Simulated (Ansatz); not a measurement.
# BS, doublet: the ladder up to full CI

Geometry: a point of a stretch scan, not a stationary point.

```csv
atom,x (Å),y (Å),z (Å)
B,0.0000,0.0000,0.0000
S,0.0000,0.0000,1.4130
```

Basis 6-31G; Ansatz 0.2.0. Correlated methods freeze the noble-gas cores, which leaves 9 electrons in 16 orbitals. R marks a restricted (for open shells ROHF) determinant, U an unrestricted one. Active spaces: valence = (9e, 8o) chosen from the atoms' valence shells; pair = (3e, 3o) about the gap.

Full CI is exact within this basis and frozen core; it isn't the basis-set limit. The frozen core follows each run's orbitals, which can shift R against U totals by a few meV.

For open shells CISD and CISDTQ are restricted-active-space CI with the open shells as a complete middle space.

- UHF ⟨S²⟩: 0.824
- T1 diagnostic (RCCSD): 0.0315
- largest doubles amplitude (RCCSD): 0.081
- T1 diagnostic (UCCSD): 0.0280

| level | E − E(full CI) (kJ/mol) | share of correlation (%) | wall time |
| --- | --- | --- | --- |
| RHF | 292.3 | 0.00 | – |
| UHF | 280.2 | 4.16 | – |
| RMP2 | 47.3 | 83.83 | – |
| UMP2 | 46.8 | 83.99 | – |
| CISD | 24.7 | 91.54 | 0.45 s |
| RCCSD | 12.4 | 95.74 | – |
| UCCSD | 12.4 | 95.77 | – |
| RCCSD(T) | 1.9 | 99.36 | 0.45 s |
| UCCSD(T) | 2.3 | 99.20 | 0.42 s |
| BCCD(T) | 2.0 | 99.31 | 0.42 s |
| RCCSDT | -0.3 | 100.10 | – |
| UCCSDT | -0.2 | 100.08 | – |
| CISDTQ | 1.2 | 99.60 | 2 s |
| RCCSDT(Q) | 0.2 | 99.94 | 2.6 s |
| UCCSDT(Q) | -0.1 | 100.05 | 2.4 s |
| RCCSDTQ | 0.0 | 100.00 | 20 s |
| UCCSDTQ | 0.0 | 100.00 | 20 s |
| CASSCF (pair space) | 251.2 | 14.06 | – |
| NEVPT2 (pair space) | 35.9 | 87.72 | 0.24 s |
| MRCISD (pair space) | 19.6 | 93.30 | – |
| MRCISD+Q (pair space) | 3.5 | 98.81 | 0.45 s |
| CASSCF (valence space) | 91.3 | 68.77 | – |
| NEVPT2 (valence space) | 26.5 | 90.92 | 1.6 s |
| MRCISD (valence space) | 2.5 | 99.13 | – |
| MRCISD+Q (valence space) | 0.6 | 99.78 | 2.3 s |

The correlation energy at full CI, counted from RHF, is -3.030 eV. That run took 13 s on 1 thread of Arm Neoverse V2, shared host over 1,989,600 determinants.

Times hold each run's SCF and search for its determinant on a shared host, so for small cases they say little of a method's own cost; they ran on 1 thread of Arm Neoverse V2.

The full-CI state has the irrep A1 of C2v, in the program's axes (one component, if the state is degenerate).

Natural occupations of full CI about the gap: 1.989 1.969 1.939 1.939 0.997 0.058 0.058 0.016 0.009 0.006; effectively unpaired electrons, Σ n²(2−n)², 1.06.
